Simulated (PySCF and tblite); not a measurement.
The numbers below are computed, except where a source is named.
C₃H₅FO, numbered as in [O:1]=[CH:2][CH2:3][CH2:4][F:5]. Level: PBE0-D3(BJ)/def2-TZVP//PBE0-D3(BJ)/def2-SVP, thermal terms from GFN2-xTB, symmetry numbers and mirror pairs counted. Conformers within 4 kcal/mol (GFN2-xTB free energy) were kept, 7 at most. GIAO shieldings: PBE0/pcSseg-2. Shifts are against TMS (¹H), TMS (¹³C), CFCl3 (¹⁹F) at the same level. Run with PySCF (density fitting) and tblite.

Torsions listed: O1–C2–C3–C4, C2–C3–C4–F5. Of a mirror pair one member is shown.

| conformer | shape | point group | mirror pair | ΔE(DFT) | Δ(G−E) at 200 K | δ F5 (ppm) |
| --- | --- | --- | --- | --- | --- | --- |
| 1 | 0°, 180° | Cs | no | 0.00 | 0.00 | -258.0 |
| 2 | 14°, 71° | C1 | yes | 0.57 | -0.02 | -241.1 |
| 3 | -142°, 60° | C1 | yes | 0.90 | -0.06 | -238.7 |
| 4 | 141°, 61° | C1 | yes | 1.21 | 0.06 | -243.7 |
| 5 | 125°, 170° | C1 | yes | 1.69 | -0.02 | -245.8 |

Energies in kcal/mol; the thermal term leaves out symmetry numbers and mirror images.

Work out the weights at 200 K and the ¹⁹F shift of F5 under fast exchange.

RT = 0.397 kcal/mol. Each conformer gets RT ln(σ/g), with σ the rotational symmetry number and g = 2 for a mirror pair: 1: σ = 1, g = 1, G = 0.00 + 0.00 + 0.00 = 0.00, 0.00 above the lowest, exp(−ΔG/RT) = 1.000; 2: σ = 1, g = 2, G = 0.57 − 0.02 − 0.28 = 0.27, 0.27 above the lowest, exp(−ΔG/RT) = 0.501; 3: σ = 1, g = 2, G = 0.90 − 0.06 − 0.28 = 0.56, 0.56 above the lowest, exp(−ΔG/RT) = 0.244; 4: σ = 1, g = 2, G = 1.21 + 0.06 − 0.28 = 1.00, 1.00 above the lowest, exp(−ΔG/RT) = 0.082; 5: σ = 1, g = 2, G = 1.69 − 0.02 − 0.28 = 1.39, 1.39 above the lowest, exp(−ΔG/RT) = 0.030. The sum is 1.857, so the weights are 53.8, 27.0, 13.1, 4.4, 1.6 %. The averaged shift is -250.1 ppm. At 298.15 K it is -247.6 ppm. At 298.15 K the leading conformer alone gives -258.0 ppm and bare DFT energies give -250.6 ppm.

Unscaled ¹⁹F shifts at such levels can be off by tens of ppm; differences between conformers or isomers are more reliable.
